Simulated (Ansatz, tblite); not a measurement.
# The cluster Bi3−: rung by rung

How do method and basis change the picture of the cluster Bi3− (singlet)?

Method: as each input shows; program: Ansatz 0.2.0, Gaussian basis.

Levels to be run: GFN1-xTB, GFN2-xTB, PBE-D4/def2-TZVPD, r2SCAN-D4/def2-TZVPD, ωB97X-V/def2-TZVPD, CAM-B3LYP-D4/def2-TZVPD, ωB97M-V/def2-TZVPD, LC-ωPBE/def2-TZVPD, BLYP-D4/def2-TZVPD, PBE+5HF/def2-TZVPD, PBE+10HF/def2-TZVPD, PBE+15HF/def2-TZVPD, PBE+35HF/def2-TZVPD, PBE+50HF/def2-TZVPD, PBE-D4/def2-SVPD, PBE0-D4/def2-SVPD, CCSD(T)/def2-TZVPPD, MP2/def2-TZVPD, RPA/def2-TZVPD.

1 further run of the same task is left out (set aside as unsound or not needed).

## Step 1: The relaxed structure

The singlet was relaxed beforehand with r2SCAN-D4/def2-SVPD. At that level it is the lowest of the isomers that a small search found.

3 atoms, charge -1, spin multiplicity 1.

Bond lengths: Bi1–Bi2 3.252 Å, Bi1–Bi3 2.855 Å, Bi2–Bi3 2.855 Å. Angles: Bi2–Bi1–Bi3 55.3°, Bi1–Bi2–Bi3 55.3°, Bi1–Bi3–Bi2 69.4°.

Coordinates:

```xyz
3
Bi3
Bi   -1.0225   -0.1160    1.4823
Bi    0.5692   -1.3268   -1.0826
Bi    0.4533    1.4428   -0.3997
```

Bi takes a core potential in the def2 sets. No spin-orbit coupling is included. The ion is computed in the gas phase, without counter-ions or solvent.

PBE0-D4/def2-TZVPD was run before; its log isn't repeated, and its numbers join the tables.

## Step 2: GFN1-xTB

Tight binding, by tblite at 300 K electronic temperature and without a spin-polarisation term:

```python
tblite.interface.Calculator('GFN1-xTB', numbers, positions, charge=-1, uhf=0).singlepoint()
```

Energy -182.3736 eV, HOMO -1.48 eV, LUMO -1.11 eV; 0.003 s.

## Step 3: GFN2-xTB

Tight binding, by tblite at 300 K electronic temperature and without a spin-polarisation term:

```python
tblite.interface.Calculator('GFN2-xTB', numbers, positions, charge=-1, uhf=0).singlepoint()
```

Energy -196.7364 eV, HOMO -0.41 eV, LUMO -0.26 eV; 0.003 s.

## Step 4: PBE-D4/def2-TZVPD

start.molden holds the orbitals of an earlier run on this state, given as this run's starting guess.

File in.yaml:

```yaml
crystal:
  periodic: [false, false, false]
  atoms:
    - {symbol: Bi, position_ang: [-1.022549, -0.116049, 1.482342]}
    - {symbol: Bi, position_ang: [0.569248, -1.326764, -1.082597]}
    - {symbol: Bi, position_ang: [0.453291, 1.442813, -0.399735]}
basis:
  gaussian: {orbitals: def2-TZVPD, initial_orbitals: start.molden}
total_charge: -1
hamiltonian: {xc: pbe, dispersion: d4}
scf: {omitted_lower_state_checks: [starts]}
output: {orbitals: {seedname: orbitals}}
```

Run with:

```bash
ansatz run in.yaml --threads 4 --pin off --events-out ev --progress --plain --max-ram 3916MiB
```

Further steps of the session: r2SCAN-D4/def2-TZVPD; ωB97X-V/def2-TZVPD; CAM-B3LYP-D4/def2-TZVPD; ωB97M-V/def2-TZVPD; LC-ωPBE/def2-TZVPD; BLYP-D4/def2-TZVPD; PBE+5HF/def2-TZVPD; PBE+10HF/def2-TZVPD; PBE+15HF/def2-TZVPD; PBE+35HF/def2-TZVPD; PBE+50HF/def2-TZVPD; PBE-D4/def2-SVPD; PBE0-D4/def2-SVPD; CCSD(T)/def2-TZVPPD; MP2/def2-TZVPD; RPA/def2-TZVPD.

Q: Predict the results of all the runs planned. Wanted: gap in def2-TZVPD, named functionals, smallest and largest; gap over the share of exact exchange; correlation energy, CCSD(T)/def2-TZVPPD; correlation energy, MP2/def2-TZVPD; PBE0 total energy, smallest basis above largest.

The runs gave:

| quantity | value |
| --- | --- |
| gap in def2-TZVPD, named functionals, smallest and largest | 0.16 eV (BLYP-D4), 4.47 eV (LC-ωPBE) |
| gap over the share of exact exchange | 0.17 eV at 0, 2.33 eV at 0.5 |
| correlation energy, CCSD(T)/def2-TZVPPD | -34.10 eV |
| correlation energy, MP2/def2-TZVPD | -36.18 eV |
| PBE0 total energy, smallest basis above largest | 0.60 eV (def2-SVPD, def2-TZVPD) |

**Reading.** Orbital gaps of the named functionals in def2-TZVPD span 0.16 eV (BLYP-D4) to 4.47 eV (LC-ωPBE); exact exchange widens it. Raising the share of exact exchange from 0 to 0.5 moves the HOMO by -1.28 eV and the LUMO by +0.88 eV. PBE-D4, BLYP-D4, r2SCAN-D4, PBE0-D4 put the HOMO above zero: the outermost electron is held by the basis alone. Notes on CCSD(T)/def2-TZVPPD: large T1 diagnostic.
